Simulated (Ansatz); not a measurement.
## Ansatz (development build ahead of 0.2.0) run

```yaml
crystal:
  periodic: [false, false, false]
  atoms:
    - { symbol: O, position_ang: [0.02259, 0.00342, 0.01701] }
    - { symbol: H, position_ang: [0.9281, -0.11501, 0.30938] }
    - { symbol: O, position_ang: [2.92631, 0.00488, 0.01144] }
    - { symbol: H, position_ang: [3.2612, 0.84381, -0.35476] }
    - { symbol: H, position_ang: [3.57289, -0.60738, -0.42507] }
    - { symbol: O, position_ang: [-1.24666, 2.67791, 0.34888] }
    - { symbol: H, position_ang: [-0.67918, 1.91735, 0.12503] }
    - { symbol: H, position_ang: [-2.06854, 2.50018, -0.08194] }
basis:
  gaussian: { orbitals: def2-SVP }
magnetization:
  spin_polarized: true
  initial_magnetization: 1
hamiltonian:
  xc: hf
output:
  forces: true
```

The input is written out in the form of the current development build from the run's settings.

The run gave:

* Converged: yes
* Total energy: -227.26076 hartree
* Spin squared of the determinant: 0.755
* Stability test: minimum

Forces (eV/Å):
```csv
atom,Fx,Fy,Fz
O1,-0.110,-0.044,0.006
H2,0.215,-0.015,-0.087
O3,2.562,0.002,-2.012
H4,-0.885,-0.905,0.828
H5,-1.727,0.912,1.239
O6,0.912,-0.981,-0.362
H7,-0.995,1.085,0.380
H8,0.028,-0.054,0.008
```
